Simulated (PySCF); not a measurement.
# Basis set benchmark on one molecule

Molecule: Cyclopropanol, C3H6O.

Numbering as in the mapped SMILES `[OH:1][CH:2]1[CH2:3][CH2:4]1`; H(Xn) means a hydrogen on atom n. Ha(C3), Ha(C4) are cis to O1 on the ring; Hb(C3), Hb(C4) are trans to O1 on the ring.

Geometry PBE0-D3(BJ)/def2-SVP throughout; GIAO in PySCF 2.14.0 with density-fitted response routines, gas phase, one conformer, non-relativistic; equivalent atoms averaged; functional PBE0.

Reference values (measured; solution, not stated per compound (mostly CDCl3 or CCl4); Pretsch, Buehlmann, Badertscher, Structure Determination of Organic Compounds, 4th ed. (2009)): δ(C2) = 45.7 ppm, δ(C3/C4) = 6.8 ppm, δ(H(C2)) = 3.35 ppm. Computed shifts are taken against TMS, calculated as an isolated molecule at each level.

Q: How do the basis sets STO-3G, 6-31G, pcSseg-0, 6-31G*, def2-SVP, cc-pVDZ, pcSseg-1, 6-311+G(2d,p), aug-cc-pVDZ, def2-TZVP, IGLO-III, cc-pVTZ, pcSseg-2 perform against the reference? Times are CPU seconds on shared hosts with different chips, so compare them loosely.

A: 
```tsv
basis set	functions	C2	C3/C4	H(C2)	mean abs. error C	abs. error H	core-s
STO-3G	26	44.4	15.5	1.64	5.0	1.71	1.5
6-31G	48	44.6	11.6	3.26	3.0	0.09	2.7
pcSseg-0	48	49.7	12.5	3.20	4.8	0.15	1.9
6-31G*	68	44.6	9.9	3.38	2.1	0.03	3.4
def2-SVP	86	44.1	8.7	3.04	1.8	0.31	4
cc-pVDZ	86	45.4	10.1	3.16	1.8	0.19	3.2
pcSseg-1	98	46.8	9.4	3.24	1.8	0.11	6.7
6-311+G(2d,p)	144	46.3	9.1	3.35	1.4	0.00	7.9
aug-cc-pVDZ	146	44.7	9.1	3.41	1.6	0.06	6.2
def2-TZVP	160	47.1	8.8	3.35	1.7	0.00	9.4
IGLO-III	200	47.8	9.3	3.36	2.3	0.01	9.6
cc-pVTZ	204	46.8	9.0	3.34	1.6	0.01	9.6
pcSseg-2	228	48.5	9.7	3.35	2.8	0.00	16
```

For $^{13}$C the closest is 6-311+G(2d,p) (1.4 ppm, with cc-pVTZ, aug-cc-pVDZ, def2-TZVP practically level) and the furthest STO-3G (5.0 ppm).

For $^{1}$H the closest is 6-311+G(2d,p) (0.00 ppm, with def2-TZVP, pcSseg-2, IGLO-III, cc-pVTZ, 6-31G* practically level) and the furthest STO-3G (1.71 ppm). Where a smaller basis beats a larger one, errors probably cancel; the largest sets show where the functional converges. One molecule is a small sample, and vibrational and solvent effects are absent from the calculation.

A small basis that lands close on one nucleus may do so by chance; judge by the trend and by all nuclei.
